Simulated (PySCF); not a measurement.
Gas-phase reaction: 2 AlCl3 + 2 Al2O ⇌ 6 AlCl + O2, at 1000 K and a standard pressure of 1 bar. Level: MP2/def2-SVP†.

Energies from PySCF, thermal terms from the rigid-rotor harmonic-oscillator model, ideal gas at 1 bar. S°(298 K) at PBE0/def2-TZVP differs from the NASA 1993 table for Al2O (+6 J/mol/K); whether the harmonic model or the table's entry is off was not settled. † marks an energy on the PBE0/def2-TZVP geometry and frequencies. MP2 freezes the core. Open shells (unrestricted): O2 (multiplicity 3); the rest are closed-shell singlets. MP2 isn't extrapolated to the basis-set limit; its ΔH°(298 K) is 1162.1 kJ in def2-SVP and 1204.2 kJ in def2-TZVPP. The harmonic model lacks anharmonicity and excited electronic states, which grow with temperature; levels with a mode under 35 cm⁻¹ are left out. Soft modes under 120 cm⁻¹ make the harmonic entropy rough for Al2O.

```
species       E (Ha)  H(1000 K) − E (kJ/mol)  S°(1000 K) (J/mol/K)
-------  -----------  ----------------------  --------------------
AlCl3    -1620.58132                    84.6                 408.1
Al2O      -558.85051                    64.2                 327.6
AlCl      -701.43042                    37.7                 271.9
O2        -149.83341                    41.3                 242.7
```
E: electronic energy; H − E holds the zero-point and thermal terms. 1 Ha = 2625.5 kJ/mol.

Problem. Work out ΔH°, ΔS°, ΔG° and log10 K from these numbers.

Solution. 1. ΔE = 6×(-701.43042) + 1×(-149.83341) − 2×(-1620.58132) − 2×(-558.85051) = 0.44773 Ha = 1175.5 kJ.
2. Δ(H − E) = 6×(37.7) + 1×(41.3) − 2×(84.6) − 2×(64.2) = -30.1 kJ, so ΔH° = 1145.4 kJ.
3. ΔS° = 6×(271.9) + 1×(242.7) − 2×(408.1) − 2×(327.6) = 402.7 J/K; the number of gas molecules changes by +3.
4. ΔG° = ΔH° − TΔS° = 1145.4 − 1000×(402.7)/1000 = 742.7 kJ.
5. log10 K = −ΔG°/(RT ln 10) = -38.80, with RT ln 10 = 19.14 kJ/mol; at standard pressures the reactants are favoured.
6. A shift of 10 kJ in ΔE would move log10 K by 0.52 here.
For scale, ΔH°(298 K) is 1162 kJ at this level, 1103 kJ at ωB97M-V/def2-TZVP†, and runs from 973 to 1638 kJ over the 20 levels computed; the NASA 1993 table gives 1151 kJ (entries not checked at source). After a fit of one offset per element over all species, the range-separated, M06-2X, PBE0/def2-QZVP and CCSD(T)/def2-TZVPP enthalpies, where run, lie to one side of the table for Al2O (-34 kJ/mol), AlCl (-22 kJ/mol): a fault of the table's entry, another state or a shared error of the levels is possible; this was not checked at source.
